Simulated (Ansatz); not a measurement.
# Other spins and charges of AsH2, doublet at one geometry

Geometry (PBE0/def2-TZVP stationary point for this spin, not checked as a minimum):

```xyz
3

As    0.0000   -0.0281    0.0000
H     0.0000    1.0445   -1.0859
H     0.0000    1.0445    1.0859
```

Basis cc-pVDZ; Ansatz 0.2.0. Correlated methods freeze the noble-gas cores and the filled d shells of p-block atoms. Prefix R: restricted or restricted open-shell reference. Active spaces: valence = (7e, 6o) chosen from the atoms' valence shells. No spin–orbit coupling is included, and no scalar relativity.

Gaps are energies of the second state less the first, at fixed atoms, for a selection of the levels run; each method lands on the state that its own search finds for that charge and spin.

For open shells CISD and CISDTQ are restricted-active-space CI with the open shells as a complete middle space.

Quartet less doublet: 6.048 eV at full CI (doublet B1, quartet A2, in C2v).

| level | gap (eV) | error (meV) |
| --- | --- | --- |
| RHF | 5.679 | -369 |
| RMP2 | 6.084 | 36 |
| CISD | 6.001 | -47 |
| RCCSD | 6.075 | 27 |
| RCCSD(T) | 6.066 | 18 |
| BCCD(T) | 6.067 | 19 |
| RCCSDT | 6.048 | 0 |
| CISDTQ | 6.045 | -3 |
| RCCSDT(Q) | 6.047 | -1 |
| CASSCF (valence space) | 6.027 | -21 |
| NEVPT2 (valence space) | 6.038 | -10 |
| MRCISD (valence space) | 6.057 | 9 |
| MRCISD+Q (valence space) | 6.059 | 11 |
| PBE | 6.130 | 82 |
| r2SCAN | 6.107 | 59 |
| PBE0 | 6.128 | 80 |
| B3LYP | 6.322 | 274 |
| wB97M-V | 6.321 | 273 |
| B2PLYP | 6.279 | 231 |
| RPA-PBE | 6.124 | 76 |

Task: PBE gives 10.835 eV for removing an electron, to the triplet. Estimate what full CI gives in cc-pVDZ.

Result: Full CI in cc-pVDZ gives 10.530 eV, so against it PBE is off by 0.305 eV, of which a good part can be the reference's own basis and frozen-core error.

```json
{"level": "RMP2", "gap (eV)": "10.467", "error (meV)": "-63"}
{"level": "CISD", "gap (eV)": "10.441", "error (meV)": "-89"}
{"level": "BCCD(T)", "gap (eV)": "10.531", "error (meV)": "1"}
{"level": "RCCSDT(Q)", "gap (eV)": "10.530", "error (meV)": "0"}
{"level": "MRCISD (valence space)", "gap (eV)": "10.485", "error (meV)": "-45"}
{"level": "B3LYP", "gap (eV)": "10.998", "error (meV)": "468"}
{"level": "wB97M-V", "gap (eV)": "10.823", "error (meV)": "293"}
{"level": "B2PLYP", "gap (eV)": "10.779", "error (meV)": "249"}
{"level": "PBE-QIDH", "gap (eV)": "10.756", "error (meV)": "226"}
```

Task: PBE gives 9.435 eV for removing an electron, to the singlet. Estimate what full CI gives in cc-pVDZ.

Result: Full CI in cc-pVDZ gives 9.135 eV, so against it PBE is off by 0.300 eV, of which a good part can be the reference's own basis and frozen-core error.

| level | gap (eV) | error (meV) |
| --- | --- | --- |
| RHF | 8.830 | -305 |
| RMP2 | 9.200 | 65 |
| CISD | 9.111 | -24 |
| RCCSD | 9.122 | -13 |
| RCCSD(T) | 9.135 | 0 |
| BCCD(T) | 9.135 | 0 |
| RCCSDT | 9.135 | 0 |
| CISDTQ | 9.134 | -1 |
| RCCSDT(Q) | 9.136 | 1 |
| CASSCF (valence space) | 8.369 | -766 |
| NEVPT2 (valence space) | 9.011 | -124 |
| MRCISD (valence space) | 9.087 | -48 |
| MRCISD+Q (valence space) | 9.148 | 13 |
| r2SCAN | 9.690 | 555 |
| PBE0 | 9.514 | 379 |
| B3LYP | 9.464 | 329 |
| wB97M-V | 9.330 | 195 |
| B2PLYP | 9.317 | 182 |
| RPA-PBE | 9.197 | 62 |

In so small a basis the reference is far from its limit while semilocal and hybrid functionals are nearer theirs (RPA and double hybrids share part of the reference's basis error), so the functionals' errors here hold much of the reference's basis and frozen-core error, which can add to them or hide them.

Full CI is exact within this basis and frozen core; it isn't the basis-set limit.
